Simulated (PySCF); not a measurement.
Species: CFCl3.
SMILES: `FC(Cl)(Cl)Cl`

Level of theory: PBE0-D3(BJ)/def2-TZVP geometry optimisation, gas phase (PySCF 2.14.0).

Masses are those of the commonest isotopes; rigid-rotor values at the optimised geometry. 

Task: What are A, B and C (cm⁻¹)?

Result: Ia = 204.37, Ib = 204.49, Ic = 292.19 u·Å²; 505379 MHz·u·Å²/I gives 2473, 2471 and 1730 MHz, that is A = 0.08248, B = 0.08244, C = 0.05769 cm⁻¹.

Task: What kind of rotor is it?

Result: An oblate symmetric top, as the point group C3v requires two equal moments; the computed ones differ by 0.06 % because the geometry is symmetric only within the optimiser's tolerance: κ = (2 × 2471 − 2473 − 1730)/(2473 − 1730) ≈ 1.00.

Task: What does the inertial defect say?

Result: Not planar: Δ = Ic − Ia − Ib = -116.67 u·Å². For a rigid frame Δ = −2 Σ m c², so Σ m c² = 58.33 u·Å² lies off the ab plane. The atom farthest from that plane is 1.58 Å away.

Task: Give the other two planar moments, Paa and Pbb, and the rms extents of the mass along the axes.

Result: Paa = Σ m a² = (Ib + Ic − Ia)/2 = 146.15 and Pbb = Σ m b² = (Ia + Ic − Ib)/2 = 146.04 u·Å². With the mass M = 135.90 u, the rms extents √(P/M) along a, b and c are 1.04, 1.04, 0.66 Å.

Task: Where do the R-branch lines fall?

Result: The dipole of 0.36 D lies along the symmetry axis, so ΔK = 0 and J+1 ← J falls at 2B(J+1) for every K: 4.94 GHz, 9.89 GHz, 14.83 GHz, 19.78 GHz, 24.72 GHz for J = 0 to 4.

Not checked by PBE0-D3(BJ)/def2-TZVP frequencies. Constants of a rigid frame at the computed geometry: no zero-point averaging, no centrifugal distortion.
